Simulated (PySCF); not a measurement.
Compound: C2F2S.
Atom-mapped SMILES: `[F:1][C:2]([F:3])=[C:4]=[S:5]`

Computed with PySCF at CAM-B3LYP/def2-SVPD, non-relativistic, on one gas-phase PBE0-D3(BJ)/def2-SVP geometry that isn't relaxed in the solvent. The solvent is an IEF-PCM continuum (cavity from Bondi-type radii × 1.2), and excitations are vertical TDDFT with non-equilibrium linear response and a frozen core. The model holds no explicit solvent molecules, cavitation or dispersion.

```
run  E − E(gas) (kcal/mol)  HOMO (eV)  HOMO–LUMO gap (eV)  dipole (D)  lowest singlet (eV)  static polarisability (au)
gas                   0.00      -7.96                5.65        0.79                 1.35                        48.2
  P                  -0.81      -7.86                5.70        0.93                 1.39                        59.9
  Q                  -1.08      -7.83                5.72        0.96                 1.41                        64.4
```

**Question.** The runs were made in acetone and chloroform. Which run belongs to which solvent?

**Answer.** P = chloroform, Q = acetone. The dielectric constants are 4.711 (chloroform), 20.49 (acetone), and the energy falls further as ε rises. The optical constants n² used for the excitations are 2.09, 1.85 in the same order. In this model the ground state sees the solvent through ε alone.

**Question.** How constant is the ratio of the lowering to (ε − 1)/(2ε + 1)?

**Answer.** 
```
   solvent  (ε − 1)/(2ε + 1)  E − E(gas) (kcal/mol)  ratio (kcal/mol)  polarisation term (kcal/mol)
chloroform             0.356                  -0.81              -2.3                         -0.84
   acetone             0.464                  -1.08              -2.3                         -1.14
```

The ratio changes by +2.5 % in size from chloroform to acetone. The polarisation term is half the interaction of the solute with the induced surface charges.
